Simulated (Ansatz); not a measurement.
Geometry optimisation, RKS PBE0-D4/def2-SVP (Ansatz 0.2.0).

input.yaml

```yaml
crystal:
  periodic: [false, false, false]
  atoms:
    - { symbol: C, position_ang: [-0.3374, -0.9441, 1.3963] }
    - { symbol: O, position_ang: [0.5443, -0.8405, 0.3194] }
    - { symbol: C, position_ang: [0.2641, 0.2153, -0.5827] }
    - { symbol: O, position_ang: [1.3121, 0.2224, -1.6018] }
    - { symbol: O, position_ang: [-0.9417, 0.1145, -1.2157] }
    - { symbol: O, position_ang: [0.3677, 1.4942, 0.0116] }
    - { symbol: H, position_ang: [-0.0875, -1.739, 2.0314] }
    - { symbol: H, position_ang: [-1.361, -1.0537, 1.0034] }
    - { symbol: H, position_ang: [-0.3517, 0.03, 2.0303] }
    - { symbol: H, position_ang: [1.8723, 0.8667, -1.2334] }
    - { symbol: H, position_ang: [-0.6716, -0.2025, -2.0495] }
    - { symbol: H, position_ang: [-0.5324, 1.7815, -0.0754] }
basis:
  gaussian: { orbitals: def2-SVP }
hamiltonian:
  xc: pbe0
  dispersion: d4
relax:
  f_tol: 0.02
  max_steps: 50
output:
  orbitals: {}
```

Command:

```bash
$ ansatz run input.yaml --threads 2 --pin off --max-ram 3072MiB --backend cpu --events-out ev --progress --plain --runs-dir out
```

Problem. Where does it end, and by what steps?

Solution. The forces met the threshold. After 7 steps the energy has fallen by 0.701 eV; H10 moved furthest, 0.57 Å.

```csv
step,energy less start (eV),largest force component (eV/Å),accepted
0,0.0000,3.443,yes
1,-0.4545,1.545,yes
2,-0.5718,0.851,yes
3,-0.5830,0.827,yes
4,-0.6851,0.329,yes
5,-0.6994,0.156,yes
6,-0.7005,0.023,yes
7,-0.7006,0.020,yes
```

```xyz
12
Properties=species:S:1:pos:R:3
C -0.296 -0.919 1.348
O 0.585 -0.650 0.284
C 0.211 0.372 -0.564
O 1.205 0.472 -1.515
O -0.975 0.137 -1.228
O 0.049 1.515 0.186
H 0.061 -1.838 1.831
H -1.322 -1.077 0.978
H -0.304 -0.098 2.082
H 2.043 0.356 -1.051
H -0.776 -0.481 -1.942
H -0.403 2.156 -0.375
```

The run took 45 s on 2 threads of Arm Neoverse N1, with other jobs on the host, peak memory 0.27 GiB.
